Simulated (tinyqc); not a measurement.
Worked calculation: coupled-perturbed Hartree-Fock on RHF in the sto-3g basis, for H3O+, spin multiplicity 1. One step of it, computed by the program tinyqc.

Problem. Coupled step 2. U_ai = -(mu_ai + sum_bj [4 (ai|bj) - (ab|ij) - (aj|bi)] U_bj) / (e_a - e_i); alpha = -4 sum U_ai mu_ai.

U after step 1, order a6, a7, a8:
$$\begin{pmatrix}
0.000161 & 0.035930 & 0.000000 & -0.000176 & 0.010647 \\
0.000000 & 0.000018 & 0.000000 & 0.206437 & 0.000002 \\
0.000000 & 0.000000 & -0.206384 & 0.000000 & 0.000000
\end{pmatrix}$$

dipole integrals <a|z|i> (bohr), order a6, a7, a8:
$$\begin{pmatrix}
-0.021021 & 0.033938 & 0.000000 & 0.000246 & -0.044196 \\
-0.000020 & 0.000058 & 0.000000 & -0.294195 & -0.000012 \\
0.000000 & 0.000000 & 0.294253 & 0.000000 & 0.000000
\end{pmatrix}$$

orbital energies (hartree): MO1 -20.816333, MO2 -1.697875, MO3 -1.012317, MO4 -1.012107, MO5 -0.864308, MO6 0.012002, MO7 0.187987, MO8 0.188385

Two-electron integrals over orbitals (pq|rs), unique and non-zero (hartree):
```
(11|11) 4.745429    (21|11) -0.430529   (21|21) 0.061816    (22|11) 1.026465
(22|21) -0.015518   (22|22) 0.724768    (31|31) 0.013761    (32|31) 0.020668
(32|32) 0.134079    (33|11) 0.845006    (33|21) -0.006356   (33|22) 0.645727
(33|33) 0.643162    (41|11) -0.000037   (41|21) 4.09e-06    (41|22) -0.000005
(41|33) -0.002192   (41|41) 0.013764    (42|11) 4.36e-06    (42|21) -2.59e-06
(42|22) -0.000028   (42|33) -0.032892   (42|41) 0.020669    (42|42) 0.134050
(43|31) -0.002190   (43|32) -0.032891   (43|43) 0.040645    (44|11) 0.845025
(44|21) -0.006358   (44|22) 0.645705    (44|33) 0.561828    (44|41) 0.002195
(44|42) 0.032917    (44|44) 0.643162    (51|11) -0.092598   (51|21) 0.011116
(51|22) -0.009884   (51|33) -0.003001   (51|41) 2.21e-06    (51|42) 1.04e-06
(51|44) -0.003001   (51|51) 0.026568    (52|11) 0.057180    (52|21) -0.005479
(52|22) -0.007738   (52|33) 0.005827    (52|41) 7.98e-07    (52|42) 3.75e-06
(52|44) 0.005832    (52|51) 0.029861    (52|52) 0.142820    (53|31) 0.002800
(53|32) 0.001157    (53|43) 0.005911    (53|53) 0.034387    (54|11) 0.000042
(54|21) -1.34e-06   (54|22) 0.000018    (54|33) 0.005925    (54|41) 0.002801
(54|42) 0.001163    (54|44) -0.005898   (54|51) 2.85e-06    (54|52) 0.000013
(54|54) 0.034390    (55|11) 1.087337    (55|21) -0.012932   (55|22) 0.735633
(55|33) 0.637127    (55|41) -2.74e-07   (55|42) 4.26e-06    (55|44) 0.637128
(55|51) 0.009892    (55|52) 0.073258    (55|54) 0.000031    (55|55) 0.860528
(61|11) -0.262695   (61|21) 0.038640    (61|22) -0.007926   (61|33) -0.003605
(61|41) 0.000015    (61|42) 0.000016    (61|44) -0.003602   (61|51) 0.000160
(61|52) -0.011586   (61|54) 9.67e-07    (61|55) -0.011050   (61|61) 0.026044
(62|11) 0.314536    (62|21) -0.009282   (62|22) 0.139583    (62|33) 0.093693
(62|41) 0.000011    (62|42) 0.000056    (62|44) 0.093709    (62|51) -0.011534
(62|52) -0.022569   (62|54) 0.000016    (62|55) 0.144656    (62|61) -0.003002
(62|62) 0.075713    (63|31) 0.005980    (63|32) -0.012520   (63|43) 0.026548
(63|53) 0.007718    (63|63) 0.055487    (64|11) 0.000349    (64|21) -0.000007
(64|22) 0.000176    (64|33) 0.026678    (64|41) 0.005981    (64|42) -0.012520
(64|44) -0.026429   (64|51) -1.63e-08   (64|52) 0.000027    (64|54) 0.007729
(64|55) 0.000188    (64|61) 7.41e-07    (64|62) 0.000092    (64|64) 0.055550
(65|11) -0.126109   (65|21) 0.000145    (65|22) -0.071553   (65|33) -0.041223
(65|41) 4.66e-06    (65|42) 0.000029    (65|44) -0.041205   (65|51) 0.013830
(65|52) 0.042662    (65|54) 0.000017    (65|55) -0.066667   (65|61) -0.003698
(65|62) -0.045354   (65|64) -0.000048   (65|65) 0.038889    (66|11) 0.630794
(66|21) -0.006269   (66|22) 0.507261    (66|33) 0.485527    (66|41) 0.000017
(66|42) 0.000136    (66|44) 0.485634    (66|51) -0.013110   (66|52) -0.045861
(66|54) -0.000023   (66|55) 0.484830    (66|61) -0.000559   (66|62) 0.049646
(66|64) -0.000031   (66|65) -0.032451   (66|66) 0.462222    (71|11) -0.000246
(71|21) 0.000037    (71|22) -4.09e-06   (71|33) 0.002102    (71|41) -0.015270
(71|42) -0.021828   (71|44) -0.002113   (71|51) 2.12e-06    (71|52) -0.000008
(71|54) -0.003131   (71|55) -0.000009   (71|61) 0.000010    (71|62) -0.000017
(71|64) -0.006286   (71|65) -0.000007   (71|66) -0.000021   (71|71) 0.016967
(72|11) 0.000301    (72|21) -0.000008   (72|22) 0.000132    (72|33) -0.009332
(72|41) -0.015074   (72|42) -0.054010   (72|44) 0.009489    (72|51) -0.000008
(72|52) -0.000007   (72|54) -0.014572   (72|55) 0.000138    (72|61) -0.000017
(72|62) 0.000029    (72|64) -0.034554   (72|65) -0.000046   (72|66) 0.000026
(72|71) 0.016039    (72|72) 0.054603    (73|31) -0.002384   (73|32) -0.035351
(73|43) 0.005173    (73|53) 0.006553    (73|63) 0.027156    (73|73) 0.033092
(74|11) -0.372838   (74|21) 0.007129    (74|22) -0.171421   (74|33) -0.131676
(74|41) 0.002395    (74|42) 0.035324    (74|44) -0.121392   (74|51) -0.000315
(74|52) -0.031260   (74|54) -0.006557   (74|55) -0.193963   (74|61) 0.004779
(74|62) -0.081119   (74|64) -0.027229   (74|65) 0.034150    (74|66) -0.036675
(74|71) -0.002768   (74|72) 0.000918    (74|74) 0.151193    (75|11) -0.000057
(75|21) -4.49e-07   (75|22) -0.000029   (75|33) 0.011058    (75|41) -0.004807
(75|42) -0.031361   (75|44) -0.011103   (75|51) 0.000013    (75|52) 0.000046
(75|54) -0.020970   (75|55) -0.000021   (75|61) -0.000008   (75|62) -0.000040
(75|64) 0.015457    (75|65) 4.55e-06    (75|66) -0.000061   (75|71) 0.005282
(75|72) 0.009058    (75|74) -0.012318   (75|75) 0.028741    (76|11) -0.000070
(76|21) 1.15e-06    (76|22) -3.70e-06   (76|33) 0.043201    (76|41) -0.011456
(76|42) -0.093339   (76|44) -0.043277   (76|51) -0.000009   (76|52) -0.000038
(76|54) 0.015762    (76|55) -0.000040   (76|61) -0.000007   (76|62) -0.000028
(76|64) 0.053767    (76|65) -0.000034   (76|66) -0.000168   (76|71) 0.012425
(76|72) 0.004613    (76|74) -0.049410   (76|75) 0.027186    (76|76) 0.119527
(77|11) 0.767235    (77|21) -0.007631   (77|22) 0.567909    (77|33) 0.504937
(77|41) 0.000571    (77|42) 0.030147    (77|44) 0.579577    (77|51) -0.002072
(77|52) 0.004079    (77|54) -0.010530   (77|55) 0.563661    (77|61) -0.004375
(77|62) 0.066170    (77|64) -0.042659   (77|65) -0.025242   (77|66) 0.470719
(77|71) -0.000600   (77|72) 0.019149    (77|74) -0.066431   (77|75) -0.013733
(77|76) -0.061288   (77|77) 0.563096    (81|31) 0.015273    (81|32) 0.021834
(81|43) -0.002105   (81|53) 0.003131    (81|63) 0.006287    (81|73) -0.002762
(81|81) 0.016977    (82|31) 0.015074    (82|32) 0.053996    (82|43) 0.009415
(82|53) 0.014573    (82|63) 0.034552    (82|73) 0.001053    (82|81) 0.016044
(82|82) 0.054608    (83|11) 0.372858    (83|21) -0.007131   (83|22) 0.171401
(83|33) 0.121377    (83|41) 0.002388    (83|42) 0.035324    (83|44) 0.131707
(83|51) 0.000315    (83|52) 0.031263    (83|54) -0.006531   (83|55) 0.193963
(83|61) -0.004776   (83|62) 0.081129    (83|64) -0.027035   (83|65) -0.034126
(83|66) 0.036817    (83|71) -0.002771   (83|72) 0.001099    (83|74) -0.086679
(83|75) -0.012352   (83|76) -0.049485   (83|77) 0.101849    (83|83) 0.151212
(84|31) 0.002390    (84|32) 0.035336    (84|43) -0.005144   (84|53) -0.006541
(84|63) -0.027101   (84|73) -0.031526   (84|81) 0.002769    (84|82) -0.001019
(84|84) 0.033040    (85|31) 0.004808    (85|32) 0.031369    (85|43) -0.011068
(85|53) 0.020973    (85|63) -0.015443   (85|73) -0.012350   (85|81) 0.005284
(85|82) 0.009062    (85|84) 0.012338    (85|85) 0.028746    (86|31) 0.011457
(86|32) 0.093329    (86|43) -0.043156   (86|53) -0.015746   (86|63) -0.053660
(86|73) -0.049486   (86|81) 0.012430    (86|82) 0.004636    (86|84) 0.049431
(86|85) 0.027164    (86|86) 0.119362    (87|31) 0.000602    (87|32) 0.030382
(87|43) -0.037405   (87|53) -0.010564   (87|63) -0.042834   (87|73) -0.017857
(87|81) 0.000629    (87|82) -0.019068   (87|84) 0.017812    (87|85) 0.013781
(87|86) 0.061451    (87|87) 0.048888    (88|11) 0.767409    (88|21) -0.007635
(88|22) 0.567998    (88|33) 0.579690    (88|41) -0.000591   (88|42) -0.030284
(88|44) 0.504911    (88|51) -0.002072   (88|52) 0.004091    (88|54) 0.010564
(88|55) 0.563742    (88|61) -0.004379   (88|62) 0.066206    (88|64) 0.042892
(88|65) -0.025281   (88|66) 0.470568    (88|71) 0.000612    (88|72) -0.019015
(88|74) -0.101933   (88|75) 0.013751    (88|76) 0.061403    (88|77) 0.465785
(88|83) 0.066399    (88|88) 0.563334
```

Give: U after step 2; polarisability.

Solution.

U after step 2, order a6, a7, a8:
$$\begin{pmatrix}
0.000 & 0.034 & 0.000 & 0.000 & 0.009 \\
0.000 & 0.000 & 0.000 & 0.224 & 0.000 \\
0.000 & 0.000 & -0.224 & 0.000 & 0.000
\end{pmatrix}$$

polarisability = 0.524 bohr^3
